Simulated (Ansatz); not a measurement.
in.yaml

```yaml
crystal:
  periodic: [false, false, false]
  atoms:
    - {symbol: Ge, position_ang: [0.000000, 0.000000, 0.000000]}
    - {symbol: F, position_ang: [0.000000, 0.000000, 1.762500]}
basis:
  gaussian: {orbitals: cc-pVDZ}
total_charge: 1
magnetization: {spin_polarized: true, initial_magnetization: 4}
hamiltonian: {xc: {name: PBE}}
correlation: {method: ccsdt, electrons: outside_noble_gas}
```

```sh
$ ansatz run in.yaml --threads 1 --pin off --events-out ev --progress --plain --max-ram 2393MiB
```

Output:

```
747 factors; integrals over basis functions are off by at most 1.1e-7 eV
mean field evaluation 1: about -59199.3897 eV, gradient 3.4e1 eV
mean field evaluation 2: about -59199.3832 eV, gradient 3.4e1 eV
mean field evaluation 4: about -59202.9498 eV, gradient 8.8e0 eV
mean field evaluation 8: about -59203.4392 eV, gradient 3.3e-1 eV
mean field evaluation 16: about -59203.4396 eV, gradient 3.1e-6 eV
mean field evaluation 32: about -59192.5012 eV, gradient 1.1e1 eV
mean field -59203.43957898 eV, -2175.6862749948 hartree, gradient 3.1e-6 eV, S^2 6.001760; 4 other end points of the search recorded, 0 dependent functions left out
15 core orbitals not correlated, not the lowest: weight in the atoms' cores, before any rotation towards them, 0.865 or more for the frozen orbitals, at most 0.133 for the correlated occupied ones
reference -59162.43838961 eV, -2174.1795090771 hartree; 7, 3 occupied and 19, 23 virtual orbitals, 747 factors
second order -4.49946817 eV of doubles, -0.32558853 eV of singles
cycle   1  -4.95956511 eV  change   -1.4e-1 eV  update   5.1e-2
cycle   2  -5.10004632 eV  change   -1.4e-1 eV  update   2.7e-2
cycle   3  -5.17556244 eV  change   -7.6e-2 eV  update   8.4e-3
cycle   4  -5.17657075 eV  change   -1.0e-3 eV  update   4.0e-3
cycle   5  -5.17570574 eV  change    8.7e-4 eV  update   2.9e-3
cycle   6  -5.17798312 eV  change   -2.3e-3 eV  update   1.7e-3
cycle   7  -5.17969830 eV  change   -1.7e-3 eV  update   1.2e-3
cycle   8  -5.17889856 eV  change    8.0e-4 eV  update   6.4e-4
cycle   9  -5.17873060 eV  change    1.7e-4 eV  update   3.0e-4
cycle  10  -5.17892670 eV  change   -2.0e-4 eV  update   1.3e-4
cycle  11  -5.17902245 eV  change   -9.6e-5 eV  update   5.9e-5
cycle  12  -5.17903738 eV  change   -1.5e-5 eV  update   2.6e-5
cycle  13  -5.17904498 eV  change   -7.6e-6 eV  update   1.3e-5
cycle  14  -5.17903803 eV  change    7.0e-6 eV  update   4.7e-6
cycle  15  -5.17903826 eV  change   -2.4e-7 eV  update   2.4e-6
cycle  16  -5.17903917 eV  change   -9.1e-7 eV  update   1.1e-6
cycle  17  -5.17903983 eV  change   -6.6e-7 eV  update   5.7e-7
cycle  18  -5.17904011 eV  change   -2.8e-7 eV  update   3.8e-7
Total energy: -59167.61742972 eV, -2174.3698352906 hartree
```

Ran on 1 thread of Arm Neoverse V2, shared host: 3.2 s wall, 0.18 GiB peak host memory.
